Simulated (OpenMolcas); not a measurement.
# HOCN (cyanic acid): levels of theory compared

We compute a comparison of 5 runs (HF/cc-pVTZ, M06-L/cc-pVTZ, SVWN5/cc-pVTZ, r2SCAN/cc-pVTZ, revPBE/cc-pVTZ) of HOCN (cyanic acid). 

The results are computed with OpenMolcas 26.06.

2 further runs of the same task are left out: 2 that didn't finish.

## 1. The system as given

The species is HOCN (4 atoms), meant as a singlet with charge 0. As SMILES, `N#CO`. The N1–C2 distance was set to 2.536 Å, away from the relaxed value. At this shape a bond of the SMILES string is far longer than usual.

Bond lengths: C2–O3 1.290 Å, O3–H4 0.966 Å. Angles: C2–O3–H4 110.5°. A long bond or contact: N1–C2 2.536 Å.

## 2. A single-point energy at HF/cc-pVTZ (run 1)

mol.input reads:

```
* CHNO Hartree-Fock

&GATEWAY
 BasLib=$CurrDir
 Coord
 4
 bohr
 N     -4.60398889    -0.84328272     3.18054891
 C     -0.81617271     0.13713742     0.41360436
 O      1.05497740     0.75371726    -1.02258750
 H      2.29911639    -0.58233800    -1.06234734
 Basis=cc-pVTZ
 Group=NoSym

&SEWARD

&SCF
 Thresholds=1e-10 1e-07 1e-07 1e-05
 PrOrbitals=0
```

The basis set cc-pVTZ is read from a file made from the Basis Set Exchange's data (not shown).

Started as:

```sh
export MOLCAS_MEM=1860
pymolcas mol.input > mol.log
```

Output:

```text
--- Start Module: gateway ---
[...]
--- Stop Module: gateway /rc=_RC_ALL_IS_WELL_ ---
--- Start Module: seward ---
[...]
      Basis functions          104
--- Stop Module: seward /rc=_RC_ALL_IS_WELL_ ---
[...]
--- Start Module: scf ---
[...]
       Convergence after  25 Iterations
[...]
::    Total SCF energy                               -167.3567641902
[...]
      Total spin, S                                     0.0000000000
[...]
      Total electronic charge=   22.000000
      Total            charge=   -0.000000
[...]
      Dipole Moment (debye):
      Origin of the operator (angstrom)=   -0.6777    0.0161    0.3947
                   X=  6.2164E+00               Y= -2.1212E-02               Z= -3.6865E+00           Total=  7.2273E+00
      Quadrupole Moment (debye*angstrom):
[...]
--- Stop Module: scf /rc=_RC_ALL_IS_WELL_ ---
[...]
```

Run time: 16 s. Hardware: 1 thread of Arm Neoverse V1, shared host; peak memory 0.59 GiB.

## 3. A single-point energy at M06-L/cc-pVTZ (run 2)

calc.inp reads:

```
&gateway
  baslib
  $CurrDir
  coord
  4
  bohr
  N     -4.60398889    -0.84328272     3.18054891
  C     -0.81617271     0.13713742     0.41360436
  O      1.05497740     0.75371726    -1.02258750
  H      2.29911639    -0.58233800    -1.06234734
  basis
  cc-pVTZ
  group
  NoSym

&seward
  gridinput
  Grid=UltraFine
  End of Grid

&scf
  ksdft
  M06L
  thresholds
  1e-10 1e-07 1e-07 1e-05
  prorbitals
  1 2
```

The basis set cc-pVTZ is read from a file made from the Basis Set Exchange's data (not shown).

Started as:

```sh
export MOLCAS_MEM=1860
pymolcas calc.inp > calc.log
```

Output:

```text
--- Start Module: gateway ---
[...]
--- Stop Module: gateway /rc=_RC_ALL_IS_WELL_ ---
--- Start Module: seward ---
[...]
      Basis functions          104
--- Stop Module: seward /rc=_RC_ALL_IS_WELL_ ---
[...]
--- Start Module: scf ---
[...]
       Convergence after  67 Iterations
[...]
::    Total KS-DFT energy                            -168.2823748895
[...]
      Total spin, S                                     0.0000000000
[...]
      Total electronic charge=   22.000000
      Total            charge=   -0.000000
[...]
      Dipole Moment (debye):
      Origin of the operator (angstrom)=   -0.6777    0.0161    0.3947
                   X=  4.8843E+00               Y= -2.5043E-01               Z= -2.7740E+00           Total=  5.6227E+00
      Quadrupole Moment (debye*angstrom):
[...]
--- Stop Module: scf /rc=_RC_ALL_IS_WELL_ ---
[...]
```

Run time: 2.1 min. Hardware: 1 thread of Arm Neoverse V1, shared host; peak memory 0.59 GiB.

Runs 3 to 4 aren't shown in full; the table further down has their settings and results.

## 4. A single-point energy at revPBE/cc-pVTZ (run 5)

job.inp reads:

```
&GATEWAY
BASLIB=$CurrDir
COORD
4
angstrom
N       -2.436326      -0.446246       1.683074
C       -0.431900       0.072570       0.218870
O        0.558270       0.398850      -0.541130
H        1.216640      -0.308160      -0.562170
BASIS=cc-pVTZ
GROUP=NoSym
&SEWARD
GRIDINPUT
Grid=UltraFine
End of Grid
&SCF
KSDFT=revPBE
THRESHOLDS=1e-10 1e-07 1e-07 1e-05
PRORBITALS=1
```

The basis set cc-pVTZ is read from a file made from the Basis Set Exchange's data (not shown).

Started as:

```sh
export MOLCAS_MEM=1860
pymolcas job.inp > job.log
```

Output:

```text
--- Start Module: gateway ---
[...]
--- Stop Module: gateway /rc=_RC_ALL_IS_WELL_ ---
--- Start Module: seward ---
[...]
      Basis functions          104
--- Stop Module: seward /rc=_RC_ALL_IS_WELL_ ---
[...]
--- Start Module: scf ---
[...]
       Convergence after 201 Iterations
[...]
::    Total KS-DFT energy                            -168.2429421250
[...]
      Total spin, S                                     0.0000000000
[...]
      Total electronic charge=   22.000000
      Total            charge=   -0.000000
[...]
      Dipole Moment (debye):
      Origin of the operator (angstrom)=   -0.6777    0.0161    0.3947
                   X=  4.8732E+00               Y= -2.3714E-01               Z= -2.7744E+00           Total=  5.6126E+00
      Quadrupole Moment (debye*angstrom):
[...]
--- Stop Module: scf /rc=_RC_ALL_IS_WELL_ ---
[...]
```

Run time: 4.3 min. Hardware: 1 thread of Arm Neoverse V1, shared host; peak memory 0.59 GiB.

## 5. All runs side by side

| run | level | integration grid | energy (Eh) | dipole moment (D) | HOMO energy (eV) | LUMO energy (eV) | wall time |
| --- | --- | --- | --- | --- | --- | --- | --- |
| 1 | HF/cc-pVTZ | – | -167.356764 | 7.23 | -7.11 | -0.74 | 16 s |
| 2 | M06-L/cc-pVTZ | UltraFine | -168.282375 | 5.62 | -4.80 | -4.40 | 2.1 min |
| 3 | SVWN5/cc-pVTZ | UltraFine | -166.970214 | 6.87 | -5.27 | -4.90 | 65 s |
| 4 | r2SCAN/cc-pVTZ | UltraFine | -168.210413 | 5.56 | -4.86 | -4.47 | 4 min |
| 5 | revPBE/cc-pVTZ | UltraFine | -168.242942 | 5.61 | -4.64 | -3.96 | 4.3 min |

## 6. Results

| quantity | value |
| --- | --- |
| run 5: total energy | -168.24294 Eh |
| run 5: dipole moment | 5.61 D |
| run 5: HOMO energy | -4.64 eV |
| run 5: LUMO energy | -3.96 eV |
| run 5: HOMO–LUMO gap | 0.68 eV |

What this shows: The dipole moment (its size) runs from 5.56 D (r2SCAN/cc-pVTZ) to 7.23 D (HF/cc-pVTZ). The HOMO–LUMO gap runs from 0.37 eV (SVWN5/cc-pVTZ) to 6.36 eV (HF/cc-pVTZ). Exact exchange widens orbital gaps. Totals of different functionals can't be ranked against each other. In runs 1, 2, 3, 4, 5 a closed-shell determinant meets a far-stretched bond, which it describes badly. All runs together took 12 min, the longest 4.3 min.
